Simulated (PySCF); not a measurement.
Predicted microwave data (PBE0-D3(BJ)/def2-SVP geometry optimisation, gas phase (PySCF)) for one isomer of HNO3:

- Rotational constants: A = 59219, B = 5131, C = 4794 MHz
- Dipole components: |μa| = 1.24 D, |μb| = 0.22 D, |μc| = 1.67 D
- Inertial defect: -1.62 u·Å²
- κ: -0.99

Problem. Which structure is it? (One computed conformer of each.)
A. `[O:1]=[N:2][O:3][OH:4]` with O1–N2–O3–O4 -176°, N2–O3–O4–H -101°
B. `[O:1]=[N+:2]([O-:3])[OH:4]` with O1–N2–O4–H 0° (nitric acid)

Solution. A. It is O=NOO, a near-prolate asymmetric top. The candidates at the same level (rigid rotor, commonest isotopes):

| SMILES | A (MHz) | B (MHz) | C (MHz) | μa (D) | μb (D) | μc (D) | Δ (u·Å²) | point group | rotor |
| --- | --- | --- | --- | --- | --- | --- | --- | --- | --- |
| O=NOO | 59219 | 5131 | 4794 | 1.24 | 0.22 | 1.67 | -1.62 | – | near-prolate asymmetric top |
| O=[N+]([O-])O | 13311 | 12474 | 6439 | 2.36 | 0.71 | 0.00 | 0.00 | Cs | asymmetric top |

`O=[N+]([O-])O` has B 143 % too high. No structure here is proved a minimum.
